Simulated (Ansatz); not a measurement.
Geometry optimisation, Ansatz, RKS PBE/STO-3G.

Input file:

```yaml
crystal:
  periodic: [false, false, false]
  atoms:
    - { symbol: F, position_ang: [-0.0666, -1.7629, 0.4499] }
    - { symbol: C, position_ang: [0.078, -0.4016, 0.6098] }
    - { symbol: C, position_ang: [0.5328, 0.3077, -0.4305] }
    - { symbol: "N", position_ang: [-0.6044, 0.5966, 0.0388] }
    - { symbol: H, position_ang: [-1.22715, 0.50975, -0.78959] }
    - { symbol: H, position_ang: [-0.6798, 1.4236, 0.6429] }
basis:
  gaussian: { orbitals: STO-3G }
hamiltonian:
  xc: pbe
relax:
  f_tol: 0.02
  max_steps: 50
output:
  orbitals: {}
```

Launched with:

```bash
$ ansatz run input.yaml --threads 1 --pin off --max-ram 2048MiB --backend cpu --events-out ev --progress --plain --runs-dir out
```

Where does it end, and by what steps?

The run converged. Limits of this set-up: minimal basis. After 8 steps the energy has fallen by 5.284 eV; C3 moved furthest, 0.47 Å. The start is strongly strained (largest force component 19 eV/Å).

| step | energy less start (eV) | largest force component (eV/Å) | accepted |
| --- | --- | --- | --- |
| 0 | 0.0000 | 18.775 | yes |
| 1 | -3.7242 | 6.280 | yes |
| 2 | -4.7734 | 2.253 | yes |
| 3 | -5.0486 | 2.591 | yes |
| 4 | -5.2412 | 0.982 | yes |
| 5 | -5.2793 | 0.357 | yes |
| 6 | -5.2837 | 0.083 | yes |
| 7 | -5.2840 | 0.035 | yes |
| 8 | -5.2840 | 0.010 | yes |

```xyz
6
Properties=species:S:1:pos:R:3
F -0.180 -1.725 0.799
C 0.196 -0.566 0.201
C 0.997 0.360 -0.432
N -0.673 0.635 -0.020
H -1.397 0.665 -0.792
H -0.910 1.305 0.765
```

Whether the end is a true minimum wasn't checked by a vibrational analysis.

The run took 9.8 s on 1 thread of Arm Neoverse V2, on a shared host, peak memory 0.11 GiB.
